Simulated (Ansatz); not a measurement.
A short molecular-dynamics run on AlH2(OH) (AlOH₃).

```yaml
crystal:
  periodic: [false, false, false]
  atoms:
    - {symbol: Al, position_ang: [0.191628, 0.463025, -0.106073]}
    - {symbol: H, position_ang: [1.749349, 0.186542, -0.171388]}
    - {symbol: H, position_ang: [-0.473225, 1.873431, -0.332347]}
    - {symbol: O, position_ang: [-0.878374, -0.811341, 0.227439]}
    - {symbol: H, position_ang: [-0.589378, -1.711657, 0.382369]}
basis:
  gaussian: {orbitals: "6-31G*"}
hamiltonian: {xc: {name: r2SCAN}, dispersion: d3bjatm}
md: {timestep: 1 fs, n_steps: 15, ensemble: nvt_nose_hoover, temperature: 1000, initial_velocities: maxwell_boltzmann, seed: 780}
scf: {omitted_lower_state_checks: [starts]}
```

```sh
$ ansatz run in.yaml --threads 4 --pin off --events-out ev --progress --plain --max-ram 3916MiB
```

```
step  time (fs)  potential energy (eV)  kinetic (eV)  T (K)  conserved (eV)
   0        0.0             -8691.1953        0.3878   1000      -8690.8075
   1        1.0             -8691.1758        0.3684    950      -8690.8075
   2        2.0             -8691.1349        0.3285    847      -8690.8064
   3        3.0             -8691.0887        0.2833    731      -8690.8054
   4        4.0             -8691.0527        0.2474    638      -8690.8054
   5        5.0             -8691.0276        0.2218    572      -8690.8060
   6        6.0             -8691.0047        0.1987    512      -8690.8061
   7        7.0             -8690.9805        0.1748    451      -8690.8059
   8        8.0             -8690.9574        0.1515    391      -8690.8061
   9        9.0             -8690.9320        0.1260    325      -8690.8063
  10       10.0             -8690.9015        0.0961    248      -8690.8058
  11       11.0             -8690.8733        0.0687    177      -8690.8052
  12       12.0             -8690.8576        0.0531    137      -8690.8051
  13       13.0             -8690.8561        0.0513    132      -8690.8054
  14       14.0             -8690.8645        0.0599    154      -8690.8054
  15       15.0             -8690.8830        0.0786    203      -8690.8052
```

Velocities are drawn at the set temperature; a run this short doesn't reach equilibrium.

The 6-31G sets use Cartesian d functions.

Frames (Å, forces in eV/Å):

```xyz
5
time=0.0 fs
Al    0.192    0.463   -0.106    0.154    0.149   -0.040
H     1.749    0.187   -0.171    0.151   -0.016   -0.009
H    -0.473    1.873   -0.332   -0.050    0.107   -0.018
O    -0.878   -0.811    0.227   -0.389    0.007    0.028
H    -0.589   -1.712    0.382    0.134   -0.248    0.038
5
time=1.0 fs
Al    0.188    0.462   -0.103   -0.017    0.486   -0.180
H     1.717    0.178   -0.183    0.544   -0.081   -0.004
H    -0.439    1.897   -0.370   -0.053   -0.066    0.058
O    -0.871   -0.809    0.227   -0.513   -0.571    0.147
H    -0.611   -1.731    0.361    0.039    0.232   -0.021
5
time=2.0 fs
Al    0.184    0.461   -0.101   -0.145    0.828   -0.324
H     1.689    0.168   -0.195    0.886   -0.143   -0.002
H    -0.405    1.919   -0.408   -0.057   -0.243    0.140
O    -0.863   -0.808    0.227   -0.664   -1.103    0.239
H    -0.633   -1.748    0.339   -0.021    0.661   -0.053
5
time=3.0 fs
Al    0.180    0.461   -0.098   -0.155    1.125   -0.469
H     1.670    0.157   -0.207    1.097   -0.183    0.002
H    -0.372    1.940   -0.444   -0.071   -0.401    0.222
O    -0.857   -0.807    0.228   -0.860   -1.372    0.284
H    -0.655   -1.758    0.317   -0.011    0.831   -0.040
5
time=4.0 fs
Al    0.176    0.460   -0.096   -0.003    1.335   -0.612
H     1.661    0.144   -0.219    1.124   -0.189    0.018
H    -0.339    1.956   -0.478   -0.097   -0.523    0.299
O    -0.850   -0.806    0.228   -1.082   -1.282    0.291
H    -0.677   -1.761    0.295    0.058    0.659    0.003
5
time=5.0 fs
Al    0.173    0.461   -0.094    0.314    1.432   -0.749
H     1.664    0.129   -0.231    0.964   -0.154    0.048
H    -0.307    1.967   -0.510   -0.136   -0.597    0.365
O    -0.844   -0.807    0.229   -1.294   -0.871    0.284
H    -0.698   -1.757    0.272    0.152    0.190    0.052
5
time=6.0 fs
Al    0.169    0.462   -0.092    0.746    1.414   -0.873
H     1.675    0.113   -0.243    0.665   -0.084    0.092
H    -0.277    1.973   -0.538   -0.188   -0.618    0.414
O    -0.839   -0.808    0.229   -1.455   -0.340    0.287
H    -0.718   -1.752    0.250    0.231   -0.372    0.080
5
time=7.0 fs
Al    0.165    0.463   -0.090    1.222    1.292   -0.975
H     1.693    0.096   -0.253    0.306    0.004    0.144
H    -0.248    1.973   -0.561   -0.249   -0.581    0.442
O    -0.835   -0.809    0.230   -1.542   -0.013    0.309
H    -0.735   -1.750    0.229    0.263   -0.702    0.080
5
time=8.0 fs
Al    0.162    0.465   -0.089    1.672    1.082   -1.045
H     1.714    0.079   -0.262   -0.044    0.097    0.196
H    -0.222    1.967   -0.581   -0.318   -0.488    0.447
O    -0.832   -0.811    0.231   -1.559   -0.115    0.331
H    -0.751   -1.754    0.209    0.249   -0.575    0.072
5
time=9.0 fs
Al    0.160    0.467   -0.088    2.048    0.797   -1.076
H     1.734    0.064   -0.270   -0.340    0.182    0.241
H    -0.199    1.957   -0.596   -0.390   -0.341    0.428
O    -0.830   -0.812    0.233   -1.538   -0.548    0.326
H    -0.763   -1.765    0.189    0.220   -0.089    0.082
5
time=10.0 fs
Al    0.158    0.469   -0.088    2.317    0.449   -1.064
H     1.751    0.049   -0.275   -0.561    0.251    0.274
H    -0.179    1.943   -0.608   -0.462   -0.149    0.386
O    -0.829   -0.814    0.234   -1.499   -0.988    0.290
H    -0.774   -1.776    0.170    0.205    0.436    0.114
5
time=11.0 fs
Al    0.157    0.472   -0.088    2.466    0.058   -1.010
H     1.763    0.038   -0.277   -0.701    0.303    0.296
H    -0.164    1.928   -0.615   -0.530    0.071    0.326
O    -0.828   -0.816    0.236   -1.443   -1.153    0.242
H    -0.783   -1.783    0.152    0.208    0.721    0.146
5
time=12.0 fs
Al    0.157    0.475   -0.088    2.493   -0.346   -0.923
H     1.768    0.029   -0.276   -0.762    0.336    0.305
H    -0.154    1.913   -0.619   -0.589    0.292    0.258
O    -0.829   -0.819    0.237   -1.366   -0.927    0.207
H    -0.789   -1.783    0.136    0.224    0.645    0.152
5
time=13.0 fs
Al    0.158    0.477   -0.089    2.400   -0.718   -0.818
H     1.765    0.023   -0.273   -0.746    0.349    0.300
H    -0.149    1.902   -0.621   -0.632    0.481    0.196
O    -0.830   -0.823    0.239   -1.269   -0.351    0.205
H    -0.794   -1.777    0.120    0.246    0.239    0.116
5
time=14.0 fs
Al    0.160    0.480   -0.090    2.194   -1.007   -0.715
H     1.756    0.021   -0.267   -0.652    0.342    0.284
H    -0.151    1.895   -0.622   -0.653    0.601    0.154
O    -0.832   -0.827    0.241   -1.159    0.377    0.232
H    -0.796   -1.768    0.107    0.270   -0.313    0.045
5
time=15.0 fs
Al    0.162    0.482   -0.091    1.881   -1.172   -0.629
H     1.740    0.021   -0.258   -0.481    0.313    0.255
H    -0.159    1.893   -0.620   -0.644    0.625    0.143
O    -0.835   -0.830    0.244   -1.047    0.925    0.251
H    -0.796   -1.763    0.093    0.291   -0.691   -0.020
```

Run time 6.5 s (4 threads of Arm Neoverse V2 on a shared host).
